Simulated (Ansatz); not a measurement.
Problem. Name a neutral molecule of C, Cl, F, O and H with HOMO energy (PBE/def2-TZVPP) between -5.50 and -5.20 eV and LUMO energy (ωB97M-V/def2-TZVPP) between 2.65 and 2.95 eV (Ansatz, PBE0-D4/def2-TZVP geometry).

Solution. `O/C=C(/F)Cl` (-5.47 eV, 2.69 eV). Other molecules can fit too; these were computed, each in one conformer that needn't be the lowest.
